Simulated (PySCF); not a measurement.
PS₄ (charge -3).
Atom-mapped SMILES: `[S:1]=[P:2]([S-:3])([S-:4])[S-:5]`

The same species was optimised twice, with GFN2-xTB and with PBE0-D3(BJ)/def2-SVP (PySCF), and the same property calculations (PySCF, gas phase) were run on both structures.

```csv
coordinate,GFN2-xTB,PBE0-D3(BJ)/def2-SVP,change
P2–S3 (Å),2.054,2.102,+0.048
S1=P2 (Å),2.054,2.102,+0.048
P2–S5 (Å),2.054,2.102,+0.048
P2–S4 (Å),2.054,2.102,+0.048
S1–P2–S5 (°),109.5,109.6,+0.1
S3–P2–S5 (°),109.4,109.3,-0.1
S3–P2–S4 (°),109.5,109.6,+0.1
S1–P2–S4 (°),109.5,109.4,-0.1
S1–P2–S3 (°),109.5,109.4,-0.1
S4–P2–S5 (°),109.5,109.5,0.0
```

Rotational constants: A = 1406, B = 1405, C = 1405 MHz (GFN2-xTB) against A = 1343, B = 1342, C = 1339 MHz (PBE0-D3(BJ)/def2-SVP). Point groups within 0.08 Å: Td and Td. Atoms that the bonding makes alike are paired by their places after alignment.

On the GFN2-xTB structure: HOMO (eV) 7.82 [PBE0/pcSseg-1]; LUMO (eV) 13.43 [PBE0/pcSseg-1]; GIAO shielding of S1/S3/S4/S5 (mean) (ppm) 355.8 [PBE0/pcSseg-1]; GIAO shielding of P2 (ppm) 166.2 [PBE0/pcSseg-1].

Task: What do these properties become on the PBE0-D3(BJ)/def2-SVP structure?

Result: 
| property | level | on GFN2-xTB | on PBE0-D3(BJ)/def2-SVP | change |
| --- | --- | --- | --- | --- |
| HOMO (eV) | PBE0/pcSseg-1 | 7.82 | 7.63 | -0.19 |
| LUMO (eV) | PBE0/pcSseg-1 | 13.43 | 12.81 | -0.62 |
| energy, GFN2-xTB geometry as zero (kcal/mol) | PBE0/pcSseg-1 | 0.0 | -2.4 | -2.4 |
| GIAO shielding of S1/S3/S4/S5 (mean) (ppm) | PBE0/pcSseg-1 | 355.8 | 273.7 | -82.1 |
| GIAO shielding of P2 (ppm) | PBE0/pcSseg-1 | 166.2 | 125.0 | -41.2 |

The heavy atoms differ by 0.044 Å rms after alignment. Among all bonds S1=P2, P2–S3, P2–S4 and P2–S5 change most and about equally (+0.048 Å). Changes are differences of the printed values. Neither structure is proved a minimum here. Isolated species at its PBE0-D3(BJ)/def2-SVP geometry, gas phase. Whether so highly charged an anion holds all its electrons in the gas phase wasn't checked; a finite basis holds them in any case. No counter-ion or solvent screens the charge of this multiply charged ion. The geometry's basis has no diffuse functions, a weakness for an anion.
